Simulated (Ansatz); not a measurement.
Input file:

```yaml
crystal:
  periodic: [false, false, false]
  atoms:
    - {symbol: Pd, position_ang: [-0.008205, 0.001975, 0.497045]}
    - {symbol: Si, position_ang: [-0.002648, 0.001975, -1.680577]}
    - {symbol: H, position_ang: [-0.183064, -1.504761, -2.646806]}
    - {symbol: H, position_ang: [-0.150791, 1.239184, -2.473965]}
    - {symbol: H, position_ang: [1.273899, 0.001975, -0.529998]}
basis:
  gaussian: {orbitals: def2-mTZVP}
total_charge: 1
magnetization: {spin_polarized: false}
hamiltonian: {xc: {name: PBE}, pseudopotentials: {relativity: none}}
correlation: {method: ccsd, electrons: outside_noble_gas}
```

```sh
$ ansatz run in.yaml --threads 1 --pin off --events-out ev --progress --plain --max-ram 2393MiB
```

(1) Roughly how long does this take on 1 thread of Intel Xeon Platinum 8488C, shared host, and how much host memory?

```
672 factors; integrals over basis functions are off by at most 6.1e-4 eV
mean field evaluation 1: about -11377.4490 eV, gradient 9.9e1 eV
mean field evaluation 2: about -11377.4453 eV, gradient 9.9e1 eV
mean field evaluation 4: about -11385.7212 eV, gradient 4.7e1 eV
mean field evaluation 8: about -11394.4527 eV, gradient 2.7e0 eV
mean field evaluation 16: about -11394.4723 eV, gradient 1.8e-3 eV
mean field evaluation 32: about -11342.5792 eV, gradient 6.0e1 eV
mean field -11394.47234832 eV, -418.7391353498 hartree, gradient 4.4e-6 eV, S^2 0.000000; 1 other end points of the search recorded, 0 dependent functions left out
9 core orbitals not correlated: weight in the atoms' cores, before any rotation towards them, 1.000 or more for the frozen orbitals, at most 0.000 for the correlated occupied ones
reference -11356.80432554 eV, -417.3548610450 hartree; 8, 8 occupied and 47, 47 virtual orbitals, 672 factors
second order -7.26595048 eV of doubles, -0.63249426 eV of singles
cycle   1  -6.72059795 eV  change     1.1e0 eV  update   2.0e-1
cycle   2  -7.33939609 eV  change   -6.2e-1 eV  update   9.6e-2
cycle   3  -7.46593939 eV  change   -1.3e-1 eV  update   2.2e-2
cycle   4  -7.47021407 eV  change   -4.3e-3 eV  update   8.3e-3
cycle   5  -7.47129166 eV  change   -1.1e-3 eV  update   4.4e-3
cycle   6  -7.47391849 eV  change   -2.6e-3 eV  update   2.8e-3
cycle   7  -7.47168639 eV  change    2.2e-3 eV  update   1.7e-3
cycle   8  -7.47205949 eV  change   -3.7e-4 eV  update   1.1e-3
cycle   9  -7.47311838 eV  change   -1.1e-3 eV  update   5.5e-4
cycle  10  -7.47266861 eV  change    4.5e-4 eV  update   2.5e-4
cycle  11  -7.47265593 eV  change    1.3e-5 eV  update   1.1e-4
cycle  12  -7.47276852 eV  change   -1.1e-4 eV  update   5.2e-5
cycle  13  -7.47270929 eV  change    5.9e-5 eV  update   2.6e-5
cycle  14  -7.47274285 eV  change   -3.4e-5 eV  update   1.4e-5
cycle  15  -7.47275086 eV  change   -8.0e-6 eV  update   7.6e-6
Total energy: -11364.27707640 eV, -417.6294795739 hartree
```

## Answers

(1) 4.2 s wall and 0.21 GiB.
